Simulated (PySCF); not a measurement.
CCl₄ was optimised in PySCF in the def2-TZVP basis family (density fitting, no spin–orbit coupling) with several functionals.

One of them gave a singlet of Td symmetry with a mean bond of 1.782 Å to C, wavenumbers 208 (×2), 303 (×3), 446, 717 (×3) cm⁻¹ and a HOMO–LUMO gap of 4.88 eV.

Which level of theory was it?
A. B3LYP
B. PBE
C. PBE0

B. That is PBE, with C–Cl 1.782 Å (×4). The others give PBE0 1.763 Å and 791 cm⁻¹ for the highest mode; B3LYP 1.781 Å and 741 cm⁻¹ for the highest mode.

Only the bonding shown was studied: isomers, or loss of a ligand pair, can lie lower.
